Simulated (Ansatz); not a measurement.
How far each method lies from RCCSDT(Q) for Cl–SiH2–Cl, singlet

Geometry: displaced at random from a stationary point.

```yaml
atoms:
  - { symbol: Si, position_ang: [-0.0147, -0.8125, 0.0238] }
  - { symbol: Cl, position_ang: [-0.0155, 0.3388, -1.6613] }
  - { symbol: Cl, position_ang: [0.0324, 0.3981, 1.6439] }
  - { symbol: H, position_ang: [1.1581, -1.6491, -0.0002] }
  - { symbol: H, position_ang: [-1.3413, -1.6330, -0.0517] }
```

Basis cc-pVDZ; Ansatz 0.2.0. Correlated methods freeze the noble-gas cores, which leaves 20 electrons in 49 orbitals. Prefix R: restricted or restricted open-shell reference. Active spaces: frontier = (8e, 8o) about the gap.

Full CI isn't at hand for all of this; RCCSDT(Q) serves as the reference, and is uncertain by the last step of the cluster series or more.

```
UHF ⟨S²⟩                          : 0.000
T1 diagnostic (RCCSD)             : 0.0085
largest doubles amplitude (RCCSD) : 0.026
```

```csv
level,E − E(RHF) (eV)
RMP2,-9.9464
RCCSD,-10.9959
RCCSD(T),-11.2260
```

Question: Estimate how far RCCSDT(Q) in cc-pVDZ lies from RCCSD(T). The table doesn't fix it; the size of (T) and the diagnostics are the guide.

Answer: RCCSDT(Q) in cc-pVDZ lies 4.0 kJ/mol below RCCSD(T), which is 18 % of the (T) step (-22.2 kJ/mol). The diagnostics are small and one determinant leads, so the series closes fast and only a small part of (T) is left.

The other levels:

```json
{"level": "CISD", "E − E(RCCSDT(Q)) (kJ/mol)": "149.6", "share of correlation (%)": "86.24", "wall time": "7 s"}
{"level": "BCCD(T)", "E − E(RCCSDT(Q)) (kJ/mol)": "3.9", "share of correlation (%)": "99.65", "wall time": "1.6 s"}
{"level": "RCCSDT", "E − E(RCCSDT(Q)) (kJ/mol)": "1.9", "share of correlation (%)": "99.82", "wall time": "–"}
{"level": "CASSCF (frontier space)", "E − E(RCCSDT(Q)) (kJ/mol)": "916.7", "share of correlation (%)": "15.68", "wall time": "–"}
{"level": "MRCISD (frontier space)", "E − E(RCCSDT(Q)) (kJ/mol)": "109.9", "share of correlation (%)": "89.89", "wall time": "–"}
{"level": "MRCISD+Q (frontier space)", "E − E(RCCSDT(Q)) (kJ/mol)": "13.4", "share of correlation (%)": "98.77", "wall time": "31 s"}
```

The correlation energy at RCCSDT(Q), counted from RHF, is -11.268 eV. That run took 1.9 min on 1 thread of Arm Neoverse V2, shared host.

Times hold each run's SCF and search for its determinant on a shared host, so for small cases they say little of a method's own cost; they ran on 1 thread of Arm Neoverse V2.
